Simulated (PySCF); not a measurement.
How methods differ on the ionisation energy of Al

Al [Ne] 3s2 3p1 (2P) → Al⁺ [Ne] 3s2 (1S), as a difference of total energies. All numbers are calculated (PySCF 2.14, no relativity, point nucleus, in aug-cc-pV(D+d)Z (5s4p3d, 32 functions)). Correlated levels: valence: [Ne] frozen. The calculations carry no spin-orbit coupling.

```csv
method,ionisation energy (eV)
UHF,5.599
PBE0,6.100
M06-2X,5.763
MP2 (valence),5.758
SCS-MP2 (valence),5.737
CCSD (valence),5.857
CCSD(T) (valence),5.880
```

Problem. How much does correlation contribute at CCSD(T) (valence)?

Solution. 5.880 − (5.599) = 0.281 eV, measured against UHF.

Errors of the correlated levels include the incompleteness of this basis and the frozen core.

For comparison: 5.977 eV (measured; NIST levels, between the centres of gravity of the two terms).
